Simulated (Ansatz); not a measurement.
Geometry optimisation, Ansatz 0.2.0, RKS B3LYP/def2-SVP.

input.yaml

```yaml
crystal:
  periodic: [false, false, false]
  atoms:
    - { symbol: Si, position_ang: [0.0, 0.0, 0.0] }
    - { symbol: H, position_ang: [0.0, 0.0, 1.81] }
    - { symbol: F, position_ang: [1.4994, 0.0, -0.5295] }
    - { symbol: H, position_ang: [-0.6877, 1.1914, -0.4862] }
    - { symbol: H, position_ang: [-0.6877, -1.1914, -0.4862] }
    - { symbol: P, position_ang: [-2.3535, 0.0, 0.782] }
    - { symbol: H, position_ang: [-3.1199, -0.8853, -0.0213] }
    - { symbol: H, position_ang: [-2.4033, -0.4268, 2.1354] }
    - { symbol: H, position_ang: [-0.9491, 0.0, 1.8858] }
basis:
  gaussian: { orbitals: def2-SVP }
hamiltonian:
  xc: b3lyp
relax:
  f_tol: 0.15
  max_steps: 25
  restrain:
    - { distance: [0, 5], at: 2.18, k: 30.0 }
    - { distance: [8, 1], at: 0.66, k: 30.0 }
    - { distance: [0, 1], at: 2.66, k: 30.0 }
    - { distance: [8, 5], at: 2.62, k: 30.0 }
```

Launched with:

```bash
$ ansatz run input.yaml --threads 1 --pin off --max-ram 2048MiB --backend cpu --events-out ev --progress --plain --runs-dir out
```

Where does it end, and by what steps?

The forces met the threshold. The restraints hold the end off the free minimum. After 12 steps the energy has fallen by 4.439 eV (the restraints' own energy left out); H9 moved furthest, 1.15 Å. Joined: H2–H9 (0.95 → 0.72 Å).

```csv
step,energy less start (eV),largest force component (eV/Å),accepted
0,0.0000,2.999,yes
1,-0.2404,2.327,yes
2,-0.7211,4.852,yes
3,-1.9496,4.558,yes
4,-2.8641,3.045,yes
5,-3.3698,1.934,yes
6,-3.7461,2.031,yes
7,-4.0041,2.011,yes
8,-4.1801,1.656,yes
9,-4.2965,1.255,yes
10,-4.3749,1.144,yes
11,-4.4281,1.346,yes
12,-4.4386,1.523,yes
```

```xyz
9
Properties=species:S:1:pos:R:3
Si -0.572 -0.088 -0.370
H 0.079 0.146 2.216
F 0.888 0.066 0.355
H -0.680 1.031 -1.345
H -0.528 -1.385 -1.102
P -2.262 0.104 1.037
H -3.164 -0.261 -0.019
H -2.146 -1.232 1.527
H -0.318 0.307 2.791
```

The run took 39 s on 1 thread of Arm Neoverse V1, on a shared host, peak memory 0.15 GiB.
